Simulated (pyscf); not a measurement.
This saddle point was located with ωB97X-D3(BJ)/def2-SVP in PySCF.

```xyz
7

Cd    -0.3964    -0.6512    -0.0895
O     -0.6028     1.3016     0.6570
O     -0.2868    -2.6144    -0.2088
H     -1.4610     1.6067     0.9721
H     -0.1725    -2.8907    -1.1262
F     -0.1714     1.0596    -1.5700
H     -0.4058     1.4826    -0.5635
```
Charge 0, spin multiplicity 1.

Surface: singlet, charge 0. Lowest wavenumbers (cm⁻¹): 319i, 109, 118, 185, 365.

Name the species on either side of this saddle.

`[OH][Cd][OH]` + `[FH]` ⇌ `[OH][Cd][F]` + `[OH2]`, a four-centre exchange read from left to right: Cd–O, F–H broken and Cd–F, H–O formed. At ωB97M-D3(BJ)/def2-TZVP it lies -13.6 kcal/mol from the left side and -5.4 kcal/mol from the right (each side as separated species at their lowest minima found). On the reactant side the descent ends in a bound adduct, 15.7 kcal/mol under the separated species and 1.5 kcal/mol under the saddle at ωB97X-D3(BJ)/def2-TZVP. On the product side the descent ends in an adduct with a Cd–O contact, 14.6 kcal/mol under the separated species and 8.5 kcal/mol under the saddle at ωB97X-D3(BJ)/def2-TZVP. At ωB97M-D3(BJ) the saddle lies under the separated reactants, which points to a path from their complex (located at ωB97X-D3(BJ) alone). At ωB97M-D3(BJ) the saddle lies under the separated products, which points to a path from their complex (located at ωB97X-D3(BJ) alone). What is counted as broken (Cd–O) persists as a longer contact in the product adduct; parting that adduct is a step of its own. This is the saddle that the search found; another between the same sides may lie lower. Elements past Kr carry the def2 core potentials, without spin-orbit coupling.
